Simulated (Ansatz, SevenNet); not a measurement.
## hcp Lu: properties by level of theory

Reference values: lattice constant a 3.505 Å (measured, 293 K, not corrected to a static lattice; as tabulated in Wikipedia's data pages); lattice parameter c 5.549 Å (measured, 293 K, no zero-point or thermal correction, sources range from 5.549 to 5.563; as tabulated in Wikipedia's data pages).

```csv
level (code),lattice parameter a (Å),c axis length (Å)
SevenNet-l3i5 (SevenNet),3.521,5.502
PBE (Ansatz),3.507,5.463
PBE-D4 (Ansatz),3.482,5.439
r²SCAN (Ansatz),3.505,5.454
r²SCAN+rVV10 (Ansatz),3.483,5.436
HSE06 (Ansatz),3.555,5.574
```

Differences from the reference values (errors of the level alone only where the reference is corrected to a static lattice):

```
level          lattice constant a (%)  lattice parameter c (%)
-------------  ----------------------  -----------------------
SevenNet-l3i5                   +0.46                    -0.85
PBE                             +0.06                    -1.55
PBE-D4                          -0.66                    -1.98
r²SCAN                           0.00                    -1.71
r²SCAN+rVV10                    -0.63                    -2.04
HSE06                           +1.43                    +0.45
```

Nearest: lattice constant a, not ranked (reference at room or unstated temperature); lattice parameter c, not ranked (reference at room or unstated temperature).

Machine-learned potentials (SevenNet-l3i5) are trained on DFT data, which may include these solids.

Ansatz's density-functional and Hartree–Fock values are scalar-relativistic unless marked +SOC, with PAW data made under PBE.

Differences are worked out from the printed values.

Ansatz is a program for electronic structure.
